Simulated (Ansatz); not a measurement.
`C=C1CCS1` from Hartree–Fock to CCSD(T)

Cartesian coordinates in Å:
```
C -0.5581 -0.3002 1.8957
C -0.3591 -0.2576 0.5878
C 0.6172 0.4953 -0.2809
C 0.0952 -0.0616 -1.6185
S -1.1599 -1.0732 -0.7546
H -1.3295 -0.9178 2.3387
H 0.0586 0.2932 2.5611
H 0.5210 1.5799 -0.1939
H 1.6576 0.2302 -0.0798
H 0.8087 -0.6672 -2.1753
H -0.3519 0.6788 -2.2803
```

Charge 0, multiplicity 1. All single points use the PBE0-D4/def2-TZVP geometry. Frozen core, restricted reference, Ansatz. CBS rows extrapolate triple and quadruple zeta; past MP2 they add the triple-zeta difference.

```csv
basis,HF (Eh),MP2 corr.,CCSD corr.,(T),CCSD(T) total
def2-SVP,-552.20602,-0.66878,-0.72136,-0.02660,-552.95398
def2-TZVPP,-552.51848,-0.82942,-0.87284,-0.04236,-553.43368
def2-QZVPP,-552.53648,-0.88628,–,–,–
CBS(def2),-552.53896,-0.92839,-0.97181,as TZ,-553.55313
```
